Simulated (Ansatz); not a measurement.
The inner images of a band of CH3OS (6 atoms, charge 1, multiplicity 1) are given out of order.

The calculation used RKS BHLYP-D4/def2-SVP in Ansatz.

First end point:

```xyz
6
Properties=species:S:1:pos:R:3
O -0.775 -0.959 -0.528
C -0.072 -0.003 -0.094
S 0.865 -0.241 1.264
H -1.299 -0.766 -1.318
H -0.085 0.962 -0.606
H 1.367 1.007 1.283
```

Last end point:

```xyz
6
Properties=species:S:1:pos:R:3
O -0.561 -0.816 -0.319
C -0.042 0.334 -0.227
S 1.031 0.754 0.970
H -1.171 -0.938 -1.060
H -0.291 1.111 -0.955
H 1.034 -0.445 1.591
```

Task: Put them in order from the first end to the last, with their energies above the first end.
A.
```xyz
6
Properties=species:S:1:pos:R:3
O -1.046 -0.528 -0.120
C 0.088 -0.047 -0.290
S 1.353 -0.347 0.876
H -1.696 -0.358 -0.826
H 0.288 0.517 -1.211
H 1.014 0.762 1.571
```
B.
```xyz
6
Properties=species:S:1:pos:R:3
O -0.891 -0.872 -0.407
C -0.002 -0.015 -0.160
S 1.035 -0.308 1.129
H -1.490 -0.661 -1.136
H 0.094 0.864 -0.808
H 1.254 0.992 1.381
```
C.
```xyz
6
Properties=species:S:1:pos:R:3
O -1.090 -0.310 -0.028
C 0.104 -0.072 -0.322
S 1.416 -0.288 0.764
H -1.725 -0.187 -0.756
H 0.340 0.270 -1.333
H 0.956 0.588 1.675
```
D.
```xyz
6
Properties=species:S:1:pos:R:3
O -0.985 -0.724 -0.256
C 0.051 -0.025 -0.228
S 1.209 -0.353 0.995
H -1.619 -0.523 -0.963
H 0.208 0.721 -1.020
H 1.135 0.904 1.471
```
E.
```xyz
6
Properties=species:S:1:pos:R:3
O -1.088 -0.071 0.019
C 0.120 -0.088 -0.343
S 1.441 -0.208 0.682
H -1.726 -0.007 -0.710
H 0.362 -0.012 -1.404
H 0.890 0.386 1.756
```

Result: B (+20.0 kJ/mol), D (+66.3 kJ/mol), A (+95.4 kJ/mol), C (+68.2 kJ/mol), E (+17.5 kJ/mol).

Run time: 47 s on 1 thread of Arm Neoverse V2, with other jobs on the host, peak memory 0.11 GiB.
